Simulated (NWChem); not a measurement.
Species: BF3; SMILES FB(F)F

Results from NWChem. Each level has its own optimisation; frequencies are unscaled.

For level Hartree-Fock/3-21G:

```
Quantity                           Result
---------------------------------  ------
highest harmonic frequency (cm⁻¹)    1656
lowest (cm⁻¹)                         495
```

Problem. What are these values for level PBE/def2-SVP?

Solution. The highest harmonic frequency (cm⁻¹) is 1449 and the lowest (cm⁻¹) comes out as 467.
